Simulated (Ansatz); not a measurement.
# AlH3 (triplet): wave-function methods side by side, cc-pVTZ

Aim: climb from Hartree-Fock through coupled cluster and multireference methods for AlH3 (triplet) at one geometry and basis, and see what each rung misses.

Computed with Ansatz 0.2.0, Gaussian basis. Level: cc-pVTZ, correlated electrons: outside noble gas.

The runs, in order: UHF; CCSD(T) on ROHF; CCSD(T) on UHF; BCCD(T) on ROHF; CCSDT(Q) on ROHF; CCSDT(Q) on UHF; CASSCF and MRCISD+Q, 6 electrons in 7 orbitals; CASSCF and NEVPT2, 6 electrons in 7 orbitals.

**1. The geometry**

The geometry is a PBE0/def2-TZVP stationary point (not a proven minimum).

4 atoms, charge 0, spin multiplicity 3.

Atoms are counted from 1 here; the program's logs count them from 0.

Bond lengths: Al1–H2 1.590 Å, Al1–H3 1.843 Å, Al1–H4 1.843 Å, H3–H4 0.841 Å. Angles: H2–Al1–H3 101.8°, H2–Al1–H4 101.8°, H3–Al1–H4 26.4°, Al1–H3–H4 76.8°, Al1–H4–H3 76.8°.

In the tables R marks a restricted open-shell determinant and U an unrestricted one; 'valence' is the active space of 6 electrons in 7 orbitals; correlation energies count from the lowest restricted Hartree-Fock solution.

**2. UHF**

in.yaml reads:

```yaml
crystal:
  periodic: [false, false, false]
  atoms:
    - {symbol: Al, position_ang: [0.000000, 0.074413, -0.095633]}
    - {symbol: H, position_ang: [0.000000, -1.372409, -0.753982]}
    - {symbol: H, position_ang: [0.420650, -0.309773, 1.656991]}
    - {symbol: H, position_ang: [-0.420650, -0.309773, 1.656991]}
basis:
  gaussian: {orbitals: cc-pVTZ}
magnetization: {spin_polarized: true, initial_magnetization: 2}
hamiltonian: {xc: hf}
output: {orbitals: {seedname: orbitals}}
```

Started as:

```sh
ansatz run in.yaml --threads 1 --pin off --events-out ev --progress --plain --max-ram 2393MiB
```

The runs that follow: CCSD(T) on ROHF; CCSD(T) on UHF; BCCD(T) on ROHF; CCSDT(Q) on ROHF; CCSDT(Q) on UHF; CASSCF and MRCISD+Q, 6 electrons in 7 orbitals; CASSCF and NEVPT2, 6 electrons in 7 orbitals.

Before running them: what should the planned runs give, taken together? Wanted: correlation energy, UCCSDT(Q); RMP2 from UCCSDT(Q); UMP2 from UCCSDT(Q); RCCSD from UCCSDT(Q); RCCSD(T) from UCCSDT(Q); UCCSD(T) from UCCSDT(Q); RCCSDT(Q) from UCCSDT(Q); NEVPT2 valence from UCCSDT(Q); MRCISD+Q valence from UCCSDT(Q).

As calculated:

| quantity | value |
| --- | --- |
| correlation energy, UCCSDT(Q) | -2.9737 eV |
| RMP2 from UCCSDT(Q) | +15.52 kcal/mol |
| UMP2 from UCCSDT(Q) | +15.41 kcal/mol |
| RCCSD from UCCSDT(Q) | +2.02 kcal/mol |
| RCCSD(T) from UCCSDT(Q) | +0.50 kcal/mol |
| UCCSD(T) from UCCSDT(Q) | +0.47 kcal/mol |
| RCCSDT(Q) from UCCSDT(Q) | +0.03 kcal/mol |
| NEVPT2 valence from UCCSDT(Q) | +13.96 kcal/mol |
| MRCISD+Q valence from UCCSDT(Q) | +0.68 kcal/mol |
| levels of the table within 1 kcal/mol (43 meV) | RCCSD(T), UCCSD(T), BCCD(T), RCCSDT, UCCSDT, RCCSDT(Q), MRCISD+Q valence |
| T1 diagnostic | 0.023 |
| effectively unpaired electrons | 2.01 |

RCCSD(T) misses by +0.50 kcal/mol, 0.7 % of the correlation energy. One determinant dominates. Of the multireference levels listed MRCISD+Q valence comes nearest in total energy (+0.68 kcal/mol), which doesn't show that its space is the better one. These misses are within one basis, not against nature; the frozen cores of restricted and unrestricted runs differ, which can shift their rows.
